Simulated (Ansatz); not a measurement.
A structure drawn as `S=C1OCO1`, with this starting geometry:

```xyz
7

S     2.069    1.474    0.812
C     0.813    0.548    0.342
O     0.551   -0.780    0.430
C    -0.749   -0.482   -0.333
O    -0.305    0.883   -0.312
H    -0.772   -0.966   -1.262
H    -1.608   -0.677    0.323
```

Total charge 0; spin multiplicity 1.

(1) Relax it with Ansatz at PBE-D4/def2-SVP and then PBE0-D4/def2-TZVP. Is the drawn bonding still there?

(2) Give the relaxed structure. (An estimate is asked.)

Atoms count as bonded under 1.1 times the sum of their covalent radii (H–H under 0.85 Å, pairs among N, O and F under 1.55 Å), and a drawn bond as lost past 1.3 times.

Results:

(1) Yes, every drawn bond is still there and no new one forms.

(2) The calculation gave: 
Z-matrix (Å, degrees):
```
C
O 1 1.424
C 1 1.918 2 45.0
O 1 1.424 2 90.1 3 -0.0
H 1 1.091 2 112.8 3 -114.9
H 1 1.091 2 112.8 3 114.9
S 3 1.594 2 132.2 1 -180.0
```
All modes are real.
